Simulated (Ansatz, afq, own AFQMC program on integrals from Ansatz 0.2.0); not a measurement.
**HBr + S, triplet in cc-pVTZ along one coordinate**

```
atom   x (Å)   y (Å)    z (Å)
  Br  0.0000  0.0000  -1.5262
   H  0.0000  0.0000  -0.1056
   S  0.0000  0.0000   1.6318
```

A hydrogen atom is moved from one rigid fragment to the other; the Br1–H2 distance tells how far. The two fragments are held close together, so this isn't a minimum-energy path and the start is a compressed complex. Energies in kJ/mol count from this geometry (1.421 Å) at the same level; the start stands on UHF, each point on the determinant named.

Basis cc-pVTZ. Noble-gas cores (and the filled d shells of Ga–Kr and In–Xe) are frozen. Ansatz 0.2.0 and our own AFQMC program on the same integrals; the CISD trial comes from CCSD amplitudes, and released means the phaseless constraint is let go. Uncertainties: one standard error, sampling alone. No spin–orbit coupling.

Cautions, each for one point or more: inner d shell frozen; lower spins were not checked; no relativity below Rb; no spin-orbit coupling; unrestricted determinant slightly spin contaminated.

```json
{"r(Br1–H2) / Å": "1.523", "det.": "UHF", "T1": "0.014", "weight": "0.85", "⟨S²⟩": "2.04", "CCSD(T)": "2.8", "ph-AFQMC/CISD": "3.5 ± 0.7", "released AFQMC": "–", "CCSDT(Q)": "2.4", "wB97M-V": "0.0", "r2SCAN": "-6.3"}
{"r(Br1–H2) / Å": "1.574", "det.": "UHF", "T1": "0.015", "weight": "0.85", "⟨S²⟩": "2.05", "CCSD(T)": "6.0", "ph-AFQMC/CISD": "5.5 ± 0.7", "released AFQMC": "5.0 ± 1.1", "CCSDT(Q)": "5.4", "wB97M-V": "1.7", "r2SCAN": "-6.4"}
{"r(Br1–H2) / Å": "1.625", "det.": "UHF", "T1": "0.016", "weight": "0.85", "⟨S²⟩": "2.06", "CCSD(T)": "8.6", "ph-AFQMC/CISD": "7.7 ± 0.7", "released AFQMC": "9.1 ± 1.0", "CCSDT(Q)": "7.8", "wB97M-V": "2.8", "r2SCAN": "-5.8"}
{"r(Br1–H2) / Å": "1.676", "det.": "UHF", "T1": "0.016", "weight": "0.85", "⟨S²⟩": "2.06", "CCSD(T)": "10.1", "ph-AFQMC/CISD": "9.8 ± 0.7", "released AFQMC": "9.9 ± 1.2", "CCSDT(Q)": "9.3", "wB97M-V": "3.0", "r2SCAN": "-4.6"}
{"r(Br1–H2) / Å": "1.778", "det.": "UHF", "T1": "0.015", "weight": "0.85", "⟨S²⟩": "2.04", "CCSD(T)": "12.2", "ph-AFQMC/CISD": "12.0 ± 0.6", "released AFQMC": "11.7 ± 0.9", "CCSDT(Q)": "11.6", "wB97M-V": "3.6", "r2SCAN": "1.1"}
```

Weight is that of the determinant in the CISD state; at the start T1 is 0.012 and the weight 0.86, and ⟨S²⟩ is 2.02. A dash marks a missing value, a released energy that hasn't settled or a functional that sits on another state. Largest departures from CCSDT(Q), at the points where its series has closed: CCSD(T) 0.8 kJ/mol at 1.676 (on UHF), ph-AFQMC/CISD 1.2 kJ/mol at 1.523 (on UHF) (within the noise), released AFQMC 1.3 kJ/mol at 1.625 (on UHF) (within the noise), wB97M-V -8.1 kJ/mol at 1.778, r2SCAN -13.9 kJ/mol at 1.676. Functionals count only at points shown to share the start's state and spin. In total energy ph-AFQMC/CISD lies 21 ± 5 meV above CCSDT(Q) at the start, so its agreement along the curve rests in part on cancellation.

Some points may be missing: those where a free walk finds a much lower state, and past Zn most of those on another determinant than at the start.

A walk keeps the symmetry of its determinant, which the program's search chose and which needn't be the lowest solution, so a lower state of the same spin and another symmetry isn't excluded. Released energies are given only where the last usable release times agree within the noise; a slower fall can still hide under it.
